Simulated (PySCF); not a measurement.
Ligands exchanged one at a time, Si SH-H. Isolated molecules, 0 K electronic values unless said otherwise. One relaxed conformer stands for each flexible species; it need not be the lowest. Strings in code marks are SMILES.

These are PBE0-D3(BJ)/def2-TZVP run with PySCF 2.14.0 values and carry that method's errors. All candidates: neutral, multiplicity 1. Delta-SCF ions had no search for a lower state. 

```yaml
HOMO–LUMO gap: 7.38 eV
vertical ionisation energy (Delta-SCF): 9.49 eV
HOMO: -7.48 eV
```

Say which member has these values.
A. `[SiH3]S`
B. `S[SiH2]S` (H–S–Si–S torsion 56°, S–Si–S–H torsion 56°)
C. `[SiH4]`
D. `S[Si](S)(S)S`

B, `S[SiH2]S` (H–S–Si–S torsion 56°, S–Si–S–H torsion 56°). The others give `[SiH3]S`: 7.62 eV, 9.84 eV, -7.51 eV; `[SiH4]`: 10.93 eV, 12.43 eV, -9.86 eV; `S[Si](S)(S)S`: 7.16 eV, 9.34 eV, -7.61 eV
